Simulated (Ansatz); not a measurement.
# Al2NH5 (SMILES [AlH2][NH][AlH2]): single points off equilibrium

The task here is to estimate one member of a computed series from the others.

Computed with Ansatz 0.2.0, Gaussian basis. Level: single points in def2-TZVPP.

Correlated methods freeze the cores.

**The starting structure**

SMILES `[AlH2][NH][AlH2]`, 8 atoms, charge 0, spin multiplicity 1.

Atoms are counted from 1 here; the program's logs count them from 0.

Bond lengths: Al1–N2 1.832 Å, Al1–H4 1.568 Å, Al1–H5 1.536 Å, N2–Al3 1.826 Å, N2–H6 1.046 Å, Al3–H7 1.511 Å, Al3–H8 1.523 Å. Angles: N2–Al1–H4 122.2°, N2–Al1–H5 117.1°, H4–Al1–H5 120.7°, Al1–N2–Al3 148.4°, Al1–N2–H6 101.7°, Al3–N2–H6 109.9°, N2–Al3–H7 116.3°, N2–Al3–H8 120.8°, H7–Al3–H8 122.8°.

As a file:

```mol
Al2H5N
  3D, bonds by distance, orders not assigned

  8  7  0  0  0  0  0  0  0  0999 V2000
   -1.1393    1.1129   -0.7261 Al  0  0
    0.1976    0.2291    0.1615 N   0  0
    0.9934   -1.3571    0.5922 Al  0  0
   -2.2609    0.3532   -1.5162 H   0  0
   -1.1230    2.6479   -0.6667 H   0  0
    0.6628    1.0118    0.6773 H   0  0
    2.2036   -1.7435   -0.2264 H   0  0
    0.4448   -2.2259    1.7162 H   0  0
  1  2  8  0
  1  4  8  0
  1  5  8  0
  2  3  8  0
  2  6  8  0
  3  7  8  0
  3  8  8  0
M  END
```

The first run:

The input, run/in.yaml:

```yaml
crystal:
  periodic: [false, false, false]
  atoms:
    - {symbol: Al, position_ang: [-1.139300, 1.112900, -0.726100]}
    - {symbol: N, position_ang: [0.197600, 0.229100, 0.161500]}
    - {symbol: Al, position_ang: [0.993400, -1.357100, 0.592200]}
    - {symbol: H, position_ang: [-2.260900, 0.353200, -1.516200]}
    - {symbol: H, position_ang: [-1.123000, 2.647900, -0.666700]}
    - {symbol: H, position_ang: [0.662800, 1.011800, 0.677300]}
    - {symbol: H, position_ang: [2.203600, -1.743500, -0.226400]}
    - {symbol: H, position_ang: [0.444800, -2.225900, 1.716200]}
basis:
  gaussian: {orbitals: def2-TZVPP}
correlation: {method: ccsd_t}
output: {forces: true}
```

No record of the launch command was kept for these runs.

Steps of the session up to this table: CCSD(T)/def2-TZVPP; PBE0-D4/def2-TZVPP; wB97M-V/def2-TZVPP; r2SCAN-D4/def2-TZVPP; PBE-D4/def2-TZVPP; revPBE-D4/def2-TZVPP; BLYP-D4/def2-TZVPP.

One of the session's tables, all rows but one given; the rest of the session is left out.

```
   method  RMS force component (eV/Å)  angle to CCSD(T) forces (°)  dipole (D)
  CCSD(T)                       0.603                    reference        0.86
  PBE0-D4                           ?                            ?           ?
  wB97M-V                       0.597                          4.8        0.85
r2SCAN-D4                       0.631                          3.4        0.90
   PBE-D4                       0.605                          9.0        0.91
revPBE-D4                       0.598                         10.2        0.91
  BLYP-D4                       0.550                          7.1        0.92
```

Q: Estimate the row for PBE0-D4 from the others.

The run gave: RMS force component (eV/Å): 0.661; angle to CCSD(T) forces (°): 3.3; dipole (D): 0.86. In the column «RMS force component (eV/Å)» it is the highest.
